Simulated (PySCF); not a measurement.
## Cl: electron affinity

Cl⁻ [Ar] (1S) → Cl [Ne] 3s2 3p5 (2P), as a difference of total energies. All numbers are calculated (PySCF 2.14, scalar relativity by spin-free X2C-1e, in aug-cc-pCVTZ-DK (8s7p5d3f, 75 functions)). Correlated levels: valence and next inner shell: 1s2 frozen. The calculations carry no spin-orbit coupling.

Question: Order these methods by the electron affinity they give, lowest first.
A. CCSD (valence and next inner shell)
B. SCS-MP2 (valence and next inner shell)
C. UHF
D. MP2 (valence and next inner shell)

Answer: C (2.359 eV), A (3.395 eV), B (3.527 eV), D (3.628 eV).

A first-order spin-orbit estimate (lowest level to lowest level, LS coupling) adds -0.035 eV.

Errors of the correlated levels include the incompleteness of this basis and the frozen core.

For comparison: 3.613 eV (measured; photodetachment measurements, as compiled on the Wikipedia data page of electron affinities).
